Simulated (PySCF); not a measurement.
# Si–AlH$_{2}$, doublet in 6-31G: errors against RCCSDT

Geometry: a point of a breathe scan, not a stationary point.

```tsv
atom	x (Å)	y (Å)	z (Å)
Si	0.0000	0.0000	1.1163
Al	0.0000	0.0000	-1.0326
H	0.0000	-1.2094	-1.7317
H	0.0000	1.2094	-1.7317
```

Basis 6-31G; PySCF 2.14.0. Only valence electrons are correlated (noble-gas cores frozen), which leaves 9 electrons in 20 orbitals. Prefix R: restricted or restricted open-shell reference; prefix U: unrestricted.

Full CI isn't at hand for all of this; RCCSDT serves as the reference. It lacks quadruple excitations, which often exceed the step from CCSD(T) to CCSDT. The frozen core follows each run's orbitals, which can shift R against U totals by a few meV.

* UHF ⟨S²⟩: 1.281
* ⟨S²⟩ of the determinant under UCCSD: 0.752
* T1 diagnostic (ROHF- or RHF-based CCSD): 0.0224
* largest doubles amplitude (ROHF- or RHF-based CCSD): 0.101

```json
{"level": "RHF", "E − E(RCCSDT) (kJ/mol)": "230.3", "share of correlation (%)": "0.00", "wall time": "–"}
{"level": "RMP2", "E − E(RCCSDT) (kJ/mol)": "71.2", "share of correlation (%)": "69.08", "wall time": "–"}
{"level": "RCCSD", "E − E(RCCSDT) (kJ/mol)": "5.9", "share of correlation (%)": "97.44", "wall time": "–"}
{"level": "RCCSD(T)", "E − E(RCCSDT) (kJ/mol)": "1.7", "share of correlation (%)": "99.27", "wall time": "0.79 s"}
```

The correlation energy at RCCSDT, counted from RHF, is -2.387 eV. That run took 18 s on 1 thread of Arm Neoverse N1, shared host.

Run but not shown, since their state, orbitals or frozen core can't be matched to the reference's or they repeat it: UHF, UMP2, UCCSD, UCCSD(T), UCCSDT.

Times are those of the correlated step on a shared host, with one SCF added for the restricted CCSD run; they ran on 1 thread of Arm Neoverse N1.
